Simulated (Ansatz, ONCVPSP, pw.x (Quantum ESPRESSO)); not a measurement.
**chromium (bcc): variants of one ONCV potential in the solid**

ONCVPSP 4.0.1.1 (patched build) input, shortened (lines: element, Z, core and valence counts, functional; n l f; lmax; l rc ep ncon nbas qcut; lloc lpopt rc5 dvloc0; l nproj debl; icmod fcfact rcfact), PBE, scalar-relativistic:

```
  Cr 24.00    5    2        4      upf
    1    0    2.00
    2    0    2.00
    2    1    6.00
    3    0    2.00
    3    1    6.00
    3    2    5.00
    4    0    1.00
    3
    0    2.65    0.00    3    6    2.60
    1    2.85    0.22    4    8    2.60
    2    1.65    0.00    4    9   10.20
    3    2.85    0.43    3    6    4.30
    4    5    1.20    2.00
    0    2    3.80
    1    2    0.40
    2    2    3.80
    3    1    1.10
    3    2.25    1.40
```

In the p channel the program set the typed energies aside and used 0.050, 0.450 Ha.

Crystal test: bcc Cr in pw.x 7.5, no spin, 16³ k-points, Fermi–Dirac smearing 0.01 Ry, cutoffs set for each file from its atomic test. The reference is all-electron LAPW (Ansatz 0.2.0) with the same functional, mesh and smearing; V0 and B0 come from Birch–Murnaghan fits to the pressures at five volumes. Errors are pseudo minus all-electron; Δ is the rms difference of the E(V) curves that follow from these fits, minima aligned, over ±6 % about the mean V0. Mesh and smearing are coarse, so the numbers serve the comparison and aren't converged zero-temperature values; the lattice is a test structure that the element need not adopt. Spin polarisation and strong correlation are left out, which matters for this element.

All-electron: a0 = 2.849 Å (V0 = 11.56 Å³/atom), B0 = 256.7 GPa.

Base: The largest radius (2.85 bohr) exceeds half the bond length (2.33 bohr), so the spheres overlap, which is one possible source of error among others. The generator flags a localised state at positive energy (p at 44 eV). Atomic configuration tests: 1 of 4 tests not solved or not reliable.

| change | cutoffs (Ry) | pw.x | a0 (Å) | a0 error (%) | B0 error (%) | Δ (meV/atom) | mean pressure error (GPa) |
| --- | --- | --- | --- | --- | --- | --- | --- |
| base | 100/400 | converged; energies reset by the program | 2.838 | -0.38 | -7.1 | 7.4 | -2.69 |
| d: rc 1.66 | 100/400 | converged; energies reset by the program | 2.838 | -0.37 | -7.0 | 7.3 | -2.68 |
| local potential polynomial inside 1.20 bohr (lpopt 5, dvloc0 1 Ha) | 100/400 | converged; energies reset by the program | 2.838 | -0.38 | -7.1 | 7.4 | -2.69 |
| core correction Teter function, fcfact 5.8, rcfact 1.4 | 100/400 | converged; energies reset by the program | 2.836 | -0.45 | -4.5 | 8.8 | -3.32 |
| f: rc 2.06 | 100/400 | converged; energies reset by the program | 2.838 | -0.37 | -7.0 | 7.3 | -2.67 |

Task: Give the row for: all radii but the core radius scaled by about 1.09 (s 2.90, p 3.12, d 1.80, f 3.12 bohr); local potential polynomial inside 1.32 bohr (lpopt 5, dvloc0 2 Ha).

Result: pw.x: converged; energies reset by the program; mean pressure error (GPa): -1.50; a0 (Å): 2.843; a0 error (%): -0.20; B0 error (%): -7.1; Δ (meV/atom): 4.2.
